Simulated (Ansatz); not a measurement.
**C₂H₃B: one structure at several levels**

One table from this session's results is given with a row withheld; the runs are named, their logs left out.

Computed with Ansatz 0.2.0, Gaussian basis. Level: single points in def2-TZVPP.

Correlated methods freeze the cores.

**Starting geometry**

SMILES `B=C=C`, 6 atoms, charge 0, spin multiplicity 1.

Atoms are counted from 1 here; the program's logs count them from 0.

Bond lengths: B1–C2 1.418 Å, B1–H4 1.164 Å, C2–C3 1.352 Å, C3–H5 1.106 Å, C3–H6 1.033 Å. Angles: C2–B1–H4 175.4°, B1–C2–C3 176.5°, C2–C3–H5 122.4°, C2–C3–H6 126.9°, H5–C3–H6 110.1°.

As a file:

```xyz
6
charge 0, multiplicity 1
B    -1.4171   -0.1219   -0.7996
C    -0.1844    0.0039   -0.1106
C     0.9633    0.0676    0.6004
H    -2.3878   -0.1876   -1.4395
H     1.9483   -0.1747    0.1585
H     1.0867    0.4683    1.5450
```

Set-up of the first run:

Contents of run/in.yaml:

```yaml
crystal:
  periodic: [false, false, false]
  atoms:
    - {symbol: B, position_ang: [-1.417100, -0.121900, -0.799600]}
    - {symbol: C, position_ang: [-0.184400, 0.003900, -0.110600]}
    - {symbol: C, position_ang: [0.963300, 0.067600, 0.600400]}
    - {symbol: H, position_ang: [-2.387800, -0.187600, -1.439500]}
    - {symbol: H, position_ang: [1.948300, -0.174700, 0.158500]}
    - {symbol: H, position_ang: [1.086700, 0.468300, 1.545000]}
basis:
  gaussian: {orbitals: def2-TZVPP}
correlation: {method: ccsd_t}
output: {forces: true}
```

The command line of these runs was not kept.

Among the steps run: CCSD(T)/def2-TZVPP; PBE0-D4/def2-TZVPP; wB97M-V/def2-TZVPP; r2SCAN-D4/def2-TZVPP; PBE-D4/def2-TZVPP; LC-wPBE/def2-TZVPP; r2SCAN0-D4/def2-TZVPP.

One of the session's tables, all rows but one given; the rest of the session is left out.

```
    method  RMS force component (eV/Å)  angle to CCSD(T) forces (°)  dipole (D)
   CCSD(T)                       1.113                    reference        0.48
   PBE0-D4                       1.290                         12.0        0.52
   wB97M-V                       1.263                         11.4        0.42
 r2SCAN-D4                       1.247                         11.0        0.61
    PBE-D4                       1.230                          9.8        0.66
   LC-wPBE                           ?                            ?           ?
r2SCAN0-D4                       1.299                         13.7        0.49
```

**Question.** Estimate the row for LC-wPBE.

The run gave: RMS force component (eV/Å): 1.372; angle to CCSD(T) forces (°): 14.6; dipole (D): 0.34. In the column «RMS force component (eV/Å)» it is the highest.
